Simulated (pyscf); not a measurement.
H₃C–Zn–SH + H₂Se → H₃C–Zn–SeH + H₂S (four-centre exchange; singlet surface; S–Zn, H–Se broken, Se–Zn, H–S formed). Optimised with ωB97X-D3(BJ)/def2-SVP in PySCF. Energies in kJ/mol from the separated reactants.

```csv
level,barrier,reaction energy
ωB97X-D3(BJ)/def2-TZVP,(withheld),-19.5
PBE/def2-TZVP,9.6,-13.8
r²SCAN/def2-TZVP,9.1,-14.3
PBE0-D3(BJ)/def2-TZVP,(withheld),(withheld)
ωB97M-D3(BJ)/def2-TZVP,35.5,-14.9
HF/def2-TZVP,92.5,-20.1
```

Complete the blanks.


- ωB97X-D3(BJ)/def2-TZVP, barrier: 16.9
- PBE0-D3(BJ)/def2-TZVP, barrier: 8.7
- PBE0-D3(BJ)/def2-TZVP, reaction energy: -16.1

The functionals in the table span 26.8 kJ/mol in this barrier, from PBE0-D3(BJ) to ωB97M-D3(BJ). On the reactant side the descent ends in an adduct with a Se–Zn contact, 38.2 kJ/mol under the separated species and 55.1 kJ/mol under the saddle at ωB97X-D3(BJ)/def2-TZVP. On the product side the descent ends in a bound adduct (not fully relaxed), 36.6 kJ/mol under the separated species and 73.0 kJ/mol under the saddle at ωB97X-D3(BJ)/def2-TZVP. What is counted as formed (Se–Zn) is already present as a longer contact in the reactant adduct; forming that adduct is a step of its own. One saddle was located; it need not be the lowest between these sides. Elements up to Kr have no core potential and no relativistic terms here.
